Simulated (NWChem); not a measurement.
# hydrogen chloride (HCl); SMILES Cl

Computed with NWChem. Pople sets run with spherical d functions. B3LYP is NWChem's, with the RPA form of VWN correlation. Each level has its own optimisation; frequencies are unscaled.

For level B3LYP/3-21G:

| Item | Value |
|---|---|
| r Cl–H (Å) | 1.316 |
| highest harmonic frequency (cm⁻¹) | 2669 |
| dipole (D) | 1.76 |

Q: How do the values read with level Hartree-Fock/6-31G* instead?

A: 
| Quantity | Result |
|---|---|
| r Cl–H (Å) | 1.266 |
| highest harmonic frequency (cm⁻¹) | 3180 |
| dipole (D) | 1.50 |
